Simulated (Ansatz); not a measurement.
Geometry optimisation, RKS LDA/def2-TZVP in Ansatz 0.2.0.

Input file:

```yaml
crystal:
  periodic: [false, false, false]
  atoms:
    - { symbol: Al, position_ang: [0.0, 0.0, 0.0] }
    - { symbol: O, position_ang: [0.0, 0.0, 1.78] }
    - { symbol: Si, position_ang: [-1.3147, -0.4067, 2.7436] }
    - { symbol: H, position_ang: [-2.239, -1.2403, 1.9804] }
    - { symbol: H, position_ang: [-0.8506, -1.1432, 3.9157] }
    - { symbol: H, position_ang: [-1.9987, 0.8095, 3.1733] }
    - { symbol: H, position_ang: [1.351, 0.0, -0.78] }
    - { symbol: H, position_ang: [-1.351, 0.0, -0.78] }
basis:
  gaussian: { orbitals: def2-TZVP }
hamiltonian:
  xc: lda
relax:
  f_tol: 0.02
  max_steps: 40
```

Run as:

```bash
$ ansatz run input.yaml --threads 4 --pin off --max-ram 5120MiB --backend cpu --events-out ev --progress --plain --runs-dir out
```

Question: Where does it end, and by what steps?

Answer: The run converged. The force dipped under the threshold on the way, but the program's further checks kept it going. After 20 steps the energy has fallen by 0.239 eV; H8 moved furthest, 0.80 Å.

```csv
step,energy less start (eV),largest force component (eV/Å),accepted
0,0.0000,1.787,yes
1,-0.1303,1.014,yes
2,-0.1761,0.254,yes
3,-0.1968,0.289,yes
4,-0.2103,0.191,yes
5,-0.2309,0.104,yes
6,-0.2353,0.021,yes
7,-0.2361,0.080,yes
8,-0.2364,0.047,yes
9,-0.2381,0.003,yes
10,-0.2384,0.019,yes
11,-0.2385,0.030,yes
12,-0.2364,0.052,no
13,-0.2383,0.020,no
14,-0.2385,0.018,yes
15,-0.2387,0.021,yes
16,-0.2386,0.046,no
17,-0.2388,0.029,yes
18,-0.2388,0.035,yes
19,-0.2388,0.024,yes
20,-0.2389,0.013,yes
```

```xyz
8
Properties=species:S:1:pos:R:3
Al -0.007 -0.035 -0.171
O -0.602 -0.178 1.393
Si -1.392 -0.405 2.794
H -2.709 -1.078 2.558
H -0.568 -1.261 3.705
H -1.634 0.916 3.454
H 1.496 0.450 -0.329
H -0.987 -0.389 -1.370
```

Whether the end is a true minimum wasn't checked by a vibrational analysis.

Run time: 15 s on 4 threads of Arm Neoverse V2 (shared host), peak memory 0.22 GiB.
